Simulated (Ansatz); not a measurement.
## Worked example: correlation energy of HBO, singlet

Geometry: a PBE0/def2-TZVP stationary point for this spin, not checked as a minimum.

```xyz
3

B     0.0000    0.0000    0.0084
O     0.0000    0.0000   -1.1895
H     0.0000    0.0000    1.1811
```

Basis 6-31G; Ansatz 0.2.0. Correlated methods freeze the noble-gas cores, which leaves 10 electrons in 18 orbitals. Prefix R: restricted or restricted open-shell reference.

Full CI is exact within this basis and frozen core; it isn't the basis-set limit.

Runs differ by some tens of microhartree through their thresholds, so steps under 0.03 kcal/mol mean nothing.

```csv
level,total energy (hartree)
RHF,-100.118397
RMP2,-100.310979
RCCSD,-100.311893
RCCSD(T),-100.318511
RCCSDT,-100.319090
RCCSDT(Q),-100.319781
RCCSDTQ,-100.319634
full CI,-100.319638
```

Question: What is the correlation energy at full CI, and what share of it do RMP2 and RCCSDT recover?

Answer: E(corr) = -100.319638 − (-100.118397) = -0.201241 hartree = -5.476 eV. RMP2: -0.192582 / -0.201241 = 95.70 %. RCCSDT: -0.200693 / -0.201241 = 99.73 %.

Question: By how many kcal/mol does RCCSD(T) miss full CI (1 hartree = 627.509 kcal/mol), and which steps make up the rest?

Answer: -100.318511 − (-100.319638) = 0.001127 hartree = 0.71 kcal/mol. Steps: RCCSDT − RCCSD(T) = -0.36, RCCSDT(Q) − RCCSDT = -0.43, RCCSDTQ − RCCSDT(Q) = 0.09, full CI − RCCSDTQ = 0.00 kcal/mol. That is within 1 kcal/mol of the reference in this basis, which itself misses far more of the correlation at the basis-set limit.
